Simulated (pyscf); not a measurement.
Single points on ωB97X-D3(BJ)/def2-SVP structures (PySCF, gas phase).

For the elementary gas-phase step orthosilicic acid (HO–Si(OH)(OH)–OH) + hydroxyl (OH•) -> •O–Si(OH)(OH)–OH + water (H₂O) (doublet surface; H–O broken, H–O formed), what barrier and reaction energy does M06-2X/def2-TZVP give, measured from the separated reactants?

ΔE‡ = 9.4 kcal/mol, ΔE = +4.2 kcal/mol. ωB97M-D3(BJ)/def2-TZVP gives 8.6 kcal/mol and +3.7 kcal/mol. Zero-point energy shifts the barrier by -0.9 kcal/mol. It is a hydrogen abstraction, with an imaginary mode of 1698i cm⁻¹. On the reactant side the descent ends in a complex (not fully relaxed), 6.9 kcal/mol under the separated species and 15.2 kcal/mol under the saddle at ωB97X-D3(BJ)/def2-TZVP. On the product side the descent ends in a complex, 7.5 kcal/mol under the separated species and 12.0 kcal/mol under the saddle at ωB97X-D3(BJ)/def2-TZVP. This is the saddle that the search found; another between the same sides may lie lower. The angle at the transferred H is 141°. Left out: the spin-orbit lowering of OH.
